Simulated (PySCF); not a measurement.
Compound: methyl radical, CH3 (doublet state).
SMILES: `[CH3]`

Method used: PBE0-D3(BJ)/def2-SVP geometry optimisation, gas phase (PySCF).

Masses are those of the commonest isotopes; rigid-rotor values at the optimised geometry. 

**Question.** Give the principal moments of inertia and the rotational constants in cm⁻¹.

**Answer.** Ia = 1.80, Ib = 1.80, Ic = 3.59 u·Å²; 505379 MHz·u·Å²/I gives 281213, 281102 and 140579 MHz, that is A = 9.38025, B = 9.37657, C = 4.68921 cm⁻¹.

**Question.** Classify the top.

**Answer.** An oblate symmetric top, as the point group D3h requires two equal moments; the computed ones differ by 0.04 % because the geometry is symmetric only within the optimiser's tolerance. Ray's parameter κ = (2B − A − C)/(A − C) = 0.998; −1 is the prolate and +1 the oblate limit.

**Question.** What does the inertial defect say?

**Answer.** Planar: Δ = Ic − Ia − Ib = 0.00 u·Å². For a rigid frame Δ = −2 Σ m c², so it vanishes when all atoms lie in the ab plane; here none is more than 0.01 Å from it.

The point group D3h allows no dipole (computed: 0.00 D), so a rigid rotor has no electric-dipole lines.

**Question.** Estimate the classical rotational partition function at 100 K and 298.15 K.

**Answer.** Point group D3h, symmetry number σ = 6; q = (√π/σ)·√((kT/h)³/(ABC)), k/h = 20836.6 MHz/K: 8.4 at 100 K, 43.4 at 298.15 K.

For this open shell read J as N, the rotation without spin; fine and hyperfine splittings come on top. No frequency check. ⟨S²⟩ = 0.754 (exact for a doublet: 0.75). These are rigid-rotor constants of the computed structure; measured ground-state constants (B0) also hold zero-point vibration.

The run took 1.3 s wall on x86-64 server, one thread (shared host). These figures are those of the optimisation.
